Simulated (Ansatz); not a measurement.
Input file:

```yaml
crystal:
  periodic: [false, false, false]
  atoms:
    - {symbol: Si, position_ang: [0.000000, 0.075884, 1.519974]}
    - {symbol: Ge, position_ang: [0.000000, -0.005135, -0.645132]}
    - {symbol: H, position_ang: [0.000000, -0.439583, 3.467926]}
    - {symbol: H, position_ang: [0.000000, -1.304824, 0.672380]}
basis:
  gaussian: {orbitals: cc-pVDZ}
correlation: {method: fic_mrcisd_q, electrons: outside_noble_gas, active_space: {window: {electrons: 10, orbitals: 10}, shells: [{species: Ge, l: s, shell: 4}, {species: Ge, l: p, shell: 4}, {species: H, l: s, shell: 1}, {species: Si, l: s, shell: 3}, {species: Si, l: p, shell: 3}]}}
```

```sh
$ ansatz run in.yaml --threads 1 --pin off --events-out ev --progress --plain --max-ram 2393MiB
```

Output:

```
1083 factors; integrals over basis functions are off by at most 1.8e-7 eV
mean field evaluation 1: about -64362.1855 eV, gradient 7.9e0 eV
mean field evaluation 2: about -64362.2041 eV, gradient 7.9e0 eV
mean field evaluation 4: about -64362.6801 eV, gradient 1.9e0 eV
mean field evaluation 8: about -64362.7048 eV, gradient 1.0e-1 eV
mean field -64362.70495416 eV, -2365.2857804572 hartree, gradient 3.5e-6 eV, S^2 0.000000; 0 other end points of the search recorded, 0 dependent functions left out; unrestricted orbitals would lower it
reference -64362.70495416 eV, -2365.2857804572 hartree; 24, 24 occupied and 31, 31 virtual orbitals, 1083 factors
state -64365.88313566 eV, -2365.4025764731 hartree
contracted CI cycle   1: correlation 0.00000000 eV, 0.0000000000 hartree, residual 1.21e1 eV
contracted CI cycle   2: correlation -2.99589561 eV, -0.1100971329 hartree, residual 2.58e0 eV
contracted CI cycle   3: correlation -3.12408975 eV, -0.1148081808 hartree, residual 5.26e-1 eV
contracted CI cycle   4: correlation -3.12936604 eV, -0.1150020806 hartree, residual 1.21e-1 eV
contracted CI cycle   5: correlation -3.12963901 eV, -0.1150121123 hartree, residual 2.99e-2 eV
contracted CI cycle   6: correlation -3.12965566 eV, -0.1150127242 hartree, residual 7.18e-3 eV
contracted CI cycle   7: correlation -3.12965660 eV, -0.1150127587 hartree, residual 1.70e-3 eV
contracted CI cycle   8: correlation -3.12965665 eV, -0.1150127606 hartree, residual 4.09e-4 eV
state -64365.88313566 eV, -2365.4025764731 hartree; corrected -64369.25098366 eV, -2365.5263426041 hartree
Total energy: -64369.25098366 eV, -2365.5263426041 hartree
Checks for a lower state left out: starts, orbital_swaps
```

For the same geometry and basis RCCSDT(Q) lies 2.1 meV lower.

Ran on 1 thread of Arm Neoverse V1, shared host: 13 s wall, 0.56 GiB peak host memory.
